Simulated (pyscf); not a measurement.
Addition across a multiple bond or ene-type step: `[O]=[Ti]=[O]` + `[H][H]` → `[O]=[TiH][OH]`

Gas phase, singlet surface, charge 0. Bonds broken: H4–H5. Bonds formed: Ti2–H5, O3–H4. PySCF, gas phase, ωB97X-D3(BJ)/def2-SVP geometries.

Transition state (Å):

```xyz
5

O      0.4075    -0.2063     1.1607
Ti    -1.0739    -0.7510     0.9079
O     -1.1800    -1.6762    -0.4955
H     -1.9351    -0.5282    -0.6619
H     -2.2101     0.2913    -0.2176
```

One imaginary mode, 1094i cm⁻¹; descent along it reached the two sides named, in the forms told below.

| bond | change | reactant side (Å) | saddle | product side |
|---|---|---|---|---|
| H4–H5 | breaks | 0.778 | 0.972 | 3.9 |
| Ti2–H5 | forms | 2.135 | 1.909 | 1.737 |
| O3–H4 | forms | 2.265 | 1.384 | 0.963 |

Electronic energies relative to the separated reactants (kcal/mol):

```tsv
level	barrier	reaction energy	reverse barrier
ωB97X-D3(BJ)/def2-TZVP	-1.5	-40.3	38.8
PBE/def2-TZVP	-3.8	-30.3	26.5
r²SCAN/def2-TZVP	-3.5	-33.6	30.1
B3LYP-D3(BJ)/def2-TZVP	-1.8	-36.6	34.7
PBE0-D3(BJ)/def2-TZVP	-4.1	-38.5	34.4
M06-2X/def2-TZVP	-2.2	-43.2	41.0
ωB97M-D3(BJ)/def2-TZVP	-1.1	-40.1	38.9
HF/def2-TZVP	4.9	-58.6	63.4
```

With ωB97M-D3(BJ)/def2-TZVP energies and thermal terms (ideal gas, 1 atm, RRHO with modes under 100 cm⁻¹ raised to 100, one conformer, R ln 2 for chiral ones without a mode under 150 cm⁻¹), in kcal/mol:

```json
[
 {"T (K)": "298", "ΔH‡": "-0.3", "ΔG‡": "7.4", "ΔH": "-37.4", "ΔG": "-30.3"},
 {"T (K)": "600", "ΔH‡": "-1.3", "ΔG‡": "15.6", "ΔH": "-37.3", "ΔG": "-23.2"},
 {"T (K)": "900", "ΔH‡": "-1.5", "ΔG‡": "24.2", "ΔH": "-36.9", "ΔG": "-16.2"},
 {"T (K)": "1200", "ΔH‡": "-1.3", "ΔG‡": "32.7", "ΔH": "-36.2", "ΔG": "-9.4"}
]
```

On the reactant side the descent ends in an adduct with a H–Ti contact, 8.8 kcal/mol under the separated species and 7.3 kcal/mol under the saddle at ωB97X-D3(BJ)/def2-TZVP. At ωB97X-D3(BJ)/def2-TZVP, PBE, r²SCAN, B3LYP-D3(BJ), PBE0-D3(BJ), M06-2X, ωB97M-D3(BJ) the saddle lies under the separated reactants, which points to a path from their complex (located at ωB97X-D3(BJ) alone). This is the saddle that the search found; another between the same sides may lie lower.
